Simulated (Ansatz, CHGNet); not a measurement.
Elastic constant C66 (GPa) of solids drawn from the class of elemental solids other than molecular ones, at two levels: the machine-learned potential CHGNet 0.3.0 (trained on PBE and PBE+U data), and r²SCAN (plane waves, PAW; Ansatz, a quantum-chemistry and plane-wave program).

```tsv
solid	CHGNet 0.3.0	r²SCAN	shift (%)
hcp Zn	13.6	88.6	+551
hcp Mg	11.7	23.1	+97
hcp Y	5.92	23.9	+304
hcp Hf	5.97	59.8	+902
hcp Tl	2.95	1.73	-41
hcp Zr	6.94	44.1	+535
hcp Os	42.0	273	+550
```

The shifts run from -41 % to +902 %, with a median of +535 %.

Of 7 rows, r²SCAN is the larger in 6 and the smaller in 1.

Ansatz's runs of these crystals have no spin polarisation. Meta-GGAs and exact exchange favour moments, which can bear on hcp Y.

Spin–orbit coupling is left out, also for the solids with elements from indium on (hcp Hf, hcp Tl, hcp Os); its size isn't shown.

Each level is taken at its own relaxed cell. Ansatz's density-functional and Hartree–Fock values are scalar-relativistic unless marked +SOC, with PAW data made under PBE.
